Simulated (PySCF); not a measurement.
A complex of alane and hydrogen chloride

A gas-phase complex of alane and hydrogen chloride; neutral, singlet. The structure comes from a short search (a few tight-binding starts) and was relaxed by PBE0-D3(BJ)/def2-SVPD; another way of binding may lie lower. No frequency run checks that it is a minimum.

```tsv
part	name	SMILES	atoms	charge	multiplicity
1	alane	[AlH3]	1–4	0	1
2	hydrogen chloride	Cl	5–6	0	1
```

```xyz
6

Al   -0.083   -0.064   -0.091
H     0.228   -1.575   -0.483
H     0.247    1.106   -1.120
H    -0.398    0.317    1.426
Cl   -2.676   -0.284   -0.690
H    -3.066    0.683    0.074
```
Atom numbers follow the order of the file, from 1.

| contact | kind (by geometry) | distance (Å) | angle (°) |
| --- | --- | --- | --- |
| Al1···Cl5 | coordination | 2.670 | - |

Interaction energies are complex less parts, with the parts frozen as they stand in it; counterpoise-corrected, in kcal/mol (PySCF). The CCSD(T) estimate is Hartree-Fock/aug-cc-pVTZ, plus the MP2 correlation part extrapolated as X⁻³ from aug-cc-pVDZ and aug-cc-pVTZ, plus CCSD(T) less MP2 in aug-cc-pVDZ; noble-gas cores are frozen. It isn't the exact limit.

(1) Give the interaction energy at each level run.

(2) What holds them together? Decompose the MP2/aug-cc-pVTZ energy: frozen parts, their antisymmetrised product, then relaxation.

Answers

(1) 
```tsv
level	interaction	superposition error removed
Hartree-Fock/aug-cc-pVTZ	-3.24	-
MP2/aug-cc-pVTZ	-7.10	-0.53
CCSD(T), estimated basis limit	-7.18	-
```

(2) electrostatic -12.1, Pauli repulsion +18.2, orbital relaxation -9.4, correlation -4.3 kcal/mol, which sum to the value before the counterpoise correction, the first three by Hartree-Fock. Of the attraction, 47 % is electrostatic, 36 % is orbital relaxation, 17 % is correlation.
